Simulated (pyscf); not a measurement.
PySCF, gas phase, ωB97X-D3(BJ)/def2-SVP geometries. MP2 and CC: frozen core, UHF for open shells. ΔMP2 is the change of the MP2 total energy from the triple- to the quadruple-zeta basis.

Problem. Estimate by transition-state theory (the high-pressure limit) the rate constant of As≡As (SMILES [As]#[As]) + H₂O (SMILES O) → HO–As=AsH (SMILES O[As]=[AsH]) (singlet surface; H–O broken, As–O, As–H formed) at 600 K, with CCSD(T)/def2-TZVPP + ΔMP2(QZVPP) energies (ideal gas, 1 atm, RRHO with modes under 100 cm⁻¹ raised to 100, one conformer, R ln 2 for chiral ones without a mode under 150 cm⁻¹; no tunnelling).

Solution. The electronic barrier is 34.6 kcal/mol and the thermal terms add +14.6, so ΔG‡ = 49.3 kcal/mol. With k_BT/h = 1.25e+13 s⁻¹ and RT = 1.192 kcal/mol, and a volume of 8.18e-20 cm³ per molecule at 1 atm, k = 1.2e-24 cm³ molecule⁻¹ s⁻¹. The product is born with the 29 kcal/mol of the reverse barrier and needs collisions to keep. Wigner's tunnelling factor for 1558i cm⁻¹ would be 1.58, likely too low at so high a frequency. A shift of 1 kcal/mol in the barrier changes k by a factor 2.3. One saddle was located; it need not be the lowest between these sides. The CCSD(T) − MP2 part came from Ansatz, without density fitting, on the same reference. The frozen core leaves the outer d or s,p core shells of the metals and heavy elements correlated in the MP2 and CC values, and def2-TZVPP describes them poorly, which can shift differences by a few kcal/mol. Elements up to Kr have no core potential and no relativistic terms here.
